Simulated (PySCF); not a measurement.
Compound: CF4.
Numbering: `[F:1][C:2]([F:3])([F:4])[F:5]`

All values: CAM-B3LYP/def2-SVPD (PySCF, non-relativistic), on one gas-phase PBE0-D3(BJ)/def2-SVP geometry that isn't relaxed in the solvent. The solvent is an IEF-PCM continuum (van der Waals radii × 1.2), and excitations are vertical TDDFT with non-equilibrium linear response and a frozen core. The model holds no explicit solvent molecules, cavitation or dispersion.

Gas-phase singlets (H = HOMO, L = LUMO):

| state | E (eV) | λ (nm) | f | leading configurations |
| --- | --- | --- | --- | --- |
| S1 | 12.224 | 101 | 0.000 | H→L 94% |
| S2 | 12.226 | 101 | 0.000 | H-1→L 93% |
| S3 | 12.226 | 101 | 0.000 | H-2→L 93% |
| S4 | 13.439 | 92 | 0.139 | H-3→L 35%, H-4→L 23% |
| S5 | 13.441 | 92 | 0.139 | H-5→L 48%, H-4→L 26% |

Task: How does the list change in benzene (ε = 2.271)?

Result: 
| state | E (eV) | λ (nm) | f | leading configurations | change by rank (eV) |
| --- | --- | --- | --- | --- | --- |
| S1 | 12.200 | 102 | 0.000 | H→L 93% | -0.024 |
| S2 | 12.201 | 102 | 0.000 | H-1→L 93% | -0.025 |
| S3 | 12.203 | 102 | 0.000 | H-2→L 93% | -0.023 |
| S4 | 13.376 | 93 | 0.166 | H-3→L 72% | -0.063 |
| S5 | 13.379 | 93 | 0.166 | H-4→L 71% | -0.062 |

Task: How does the list change in chloroform (ε = 4.711)?

Result: 
```csv
state,E (eV),λ (nm),f,leading configurations,change by rank (eV)
S1,12.191,102,0.000,H→L 93%,-0.033
S2,12.192,102,0.000,H-1→L 93%,-0.034
S3,12.194,102,0.000,H-2→L 93%,-0.032
S4,13.366,93,0.163,H-3→L 72%,-0.073
S5,13.369,93,0.163,"H-4→L 71%, H→L+1 8%",-0.072
```

Task: How do the frontier levels move from gas to chloroform?

Result: 
```json
{"orbital": "LUMO+2", "gas (eV)": "2.82", "solvent (eV)": "2.86", "change (eV)": "+0.04", "Löwdin shares, gas": "F5 33 %, F3 30 %, F4 18 %, F1 18 %", "Löwdin shares, solvent": "F5 37 %, F1 27 %, F3 18 %, F4 18 %"}
{"orbital": "LUMO+1", "gas (eV)": "2.82", "solvent (eV)": "2.86", "change (eV)": "+0.04", "Löwdin shares, gas": "F4 38 %, F3 24 %, F5 19 %, F1 18 %", "Löwdin shares, solvent": "F3 39 %, F4 23 %, F1 20 %, F5 17 %"}
{"orbital": "LUMO", "gas (eV)": "1.24", "solvent (eV)": "1.31", "change (eV)": "+0.07", "Löwdin shares, gas": "C2 51 %, F1 12 %, F5 12 %, F3 12 %", "Löwdin shares, solvent": "C2 50 %, F4 12 %, F5 12 %, F1 12 %"}
{"orbital": "HOMO", "gas (eV)": "-14.40", "solvent (eV)": "-14.30", "change (eV)": "+0.10", "Löwdin shares, gas": "F1 37 %, F5 35 %, F3 26 %", "Löwdin shares, solvent": "F1 38 %, F3 36 %, F5 21 %, F4 6 %"}
{"orbital": "HOMO-1", "gas (eV)": "-14.40", "solvent (eV)": "-14.30", "change (eV)": "+0.10", "Löwdin shares, gas": "F3 38 %, F4 37 %, F5 16 %, F1 9 %", "Löwdin shares, solvent": "F3 37 %, F4 32 %, F5 22 %, F1 9 %"}
{"orbital": "HOMO-2", "gas (eV)": "-14.40", "solvent (eV)": "-14.30", "change (eV)": "+0.10", "Löwdin shares, gas": "F4 35 %, F1 29 %, F5 24 %, F3 12 %", "Löwdin shares, solvent": "F4 37 %, F5 32 %, F1 28 %"}
{"orbital": "HOMO-3", "gas (eV)": "-15.65", "solvent (eV)": "-15.55", "change (eV)": "+0.10", "Löwdin shares, gas": "F5 23 %, F4 23 %, F3 23 %, F1 23 %", "Löwdin shares, solvent": "F5 24 %, F4 24 %, F1 23 %, F3 21 %"}
```

The HOMO–LUMO gap goes from 15.64 to 15.60 eV. Shares within a degenerate set are those of one arbitrary member.
